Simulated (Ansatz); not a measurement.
Basis-set extrapolation for `C[SiH]N` radical (PBE0-D4/def2-TZVP geometry, frozen core, Ansatz 0.2.0). Multiplicity 2, UHF reference.

```csv
,cc-pV(T+d)Z,cc-pV(Q+d)Z
HF,-384.793174,-384.804207
MP2 correlation,-0.502573,-0.537089
CCSD(T) correlation,-0.559244,-0.590097
```

Energies in hartree. Use E(X) = E(∞) + A·exp(−5.46·√X) for Hartree–Fock and E(X) = E(∞) + B·X^(−3.05) for correlation, with X = 3 and 4.

What is the CCSD(T) energy at the basis-set limit?

HF limit: -384.804207 + (-0.011033) × 0.30130 = -384.80753. Correlation limit: -0.590097 + (-0.030853) × 0.71189 = -0.61206. Total: -385.41959 hartree, 42.2 kcal/mol below CCSD(T)/cc-pV(T+d)Z.
